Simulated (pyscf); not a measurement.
Thermochemistry of product channels of F–BH–F (SMILES FBF) + NH₃ (SMILES N) on the singlet surface, in kcal/mol, from ωB97M-D3(BJ)/def2-TZVP energies (ideal gas, 1 atm, RRHO with modes under 100 cm⁻¹ raised to 100, one conformer, R ln 2 for chiral ones without a mode under 150 cm⁻¹). PySCF, gas phase, ωB97X-D3(BJ)/def2-SVP geometries.

```json
[
 {"products": "HF (SMILES F) + H₂N–BH–F (SMILES NBF)", "ΔE": "+7.1", "ΔH(298 K)": "+6.8", "ΔG(600 K)": "+7.4", "ΔG(1200 K)": "+7.0"},
 {"products": "H₂N–B(F)–F (SMILES NB(F)F) + H₂ (SMILES [H][H])", "ΔE": "?", "ΔH(298 K)": "-25.6", "ΔG(600 K)": "-21.2", "ΔG(1200 K)": "?"}
]
```

Problem. What belongs in the gaps?

Solution. 
- H₂N–B(F)–F (SMILES NB(F)F) + H₂ (SMILES [H][H]), ΔE: -22.3
- H₂N–B(F)–F (SMILES NB(F)F) + H₂ (SMILES [H][H]), ΔG(1200 K): -18.9

These are energies of the channels, which say nothing of barriers.
